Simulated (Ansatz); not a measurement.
# ClH4NSi (SMILES N[SiH2]Cl): single points off equilibrium

The task here is to estimate one member of a computed series from the others.

Computed with Ansatz 0.2.0, Gaussian basis. Level: single points in def2-TZVPP.

Correlated methods freeze the cores. B3LYP uses VWN-RPA correlation.

### The starting structure

SMILES `N[SiH2]Cl`, 7 atoms, charge 0, spin multiplicity 1.

Atoms are counted from 1 here; the program's logs count them from 0.

Bond lengths: N1–Si2 1.766 Å, N1–H4 0.745 Å, N1–H5 1.077 Å, Si2–Cl3 2.102 Å, Si2–H6 1.452 Å, Si2–H7 1.573 Å. Angles: Si2–N1–H4 108.2°, Si2–N1–H5 106.0°, H4–N1–H5 134.0°, N1–Si2–Cl3 100.1°, N1–Si2–H6 106.8°, N1–Si2–H7 96.1°, Cl3–Si2–H6 119.5°, Cl3–Si2–H7 103.0°, H6–Si2–H7 125.9°.

As a file:

| atom | x (Å) | y (Å) | z (Å) |
| --- | --- | --- | --- |
| N1 | -0.8706 | -0.0840 | -0.6734 |
| Si2 | 0.5832 | 0.2562 | 0.2706 |
| Cl3 | 0.5527 | -1.3762 | 1.5941 |
| H4 | -0.9237 | 0.4279 | -1.2125 |
| H5 | -1.5740 | -0.5230 | 0.0136 |
| H6 | 0.4401 | 1.6037 | 0.7930 |
| H7 | 1.6082 | -0.2019 | -0.8311 |

The first run:

Input file run/in.yaml:

```yaml
crystal:
  periodic: [false, false, false]
  atoms:
    - {symbol: N, position_ang: [-0.870600, -0.084000, -0.673400]}
    - {symbol: Si, position_ang: [0.583200, 0.256200, 0.270600]}
    - {symbol: Cl, position_ang: [0.552700, -1.376200, 1.594100]}
    - {symbol: H, position_ang: [-0.923700, 0.427900, -1.212500]}
    - {symbol: H, position_ang: [-1.574000, -0.523000, 0.013600]}
    - {symbol: H, position_ang: [0.440100, 1.603700, 0.793000]}
    - {symbol: H, position_ang: [1.608200, -0.201900, -0.831100]}
basis:
  gaussian: {orbitals: def2-TZVPP}
correlation: {method: ccsd_t}
output: {forces: true}
```

The command line of these runs was not kept.

Steps of the session up to this table: CCSD(T)/def2-TZVPP; PBE0-D4/def2-TZVPP; wB97M-V/def2-TZVPP; r2SCAN-D4/def2-TZVPP; PBE-D4/def2-TZVPP; r2SCAN0-D4/def2-TZVPP; B3LYP-D4/def2-TZVPP.

One of the session's tables, all rows but one given; the rest of the session is left out.

| method | RMS force component (eV/Å) | angle to CCSD(T) forces (°) | dipole (D) |
| --- | --- | --- | --- |
| CCSD(T) | 9.834 | reference | 1.94 |
| PBE0-D4 | 9.829 | 0.4 | 1.94 |
| wB97M-V | ? | ? | ? |
| r2SCAN-D4 | 9.779 | 0.3 | 1.92 |
| PBE-D4 | 9.802 | 1.0 | 1.83 |
| r2SCAN0-D4 | 9.801 | 0.7 | 1.99 |
| B3LYP-D4 | 9.721 | 0.4 | 1.94 |

**Question.** Estimate the row for wB97M-V.

As computed: RMS force component (eV/Å): 9.780; angle to CCSD(T) forces (°): 0.3; dipole (D): 1.96. In the column «RMS force component (eV/Å)» it lies between r2SCAN-D4 (9.779) and r2SCAN0-D4 (9.801).
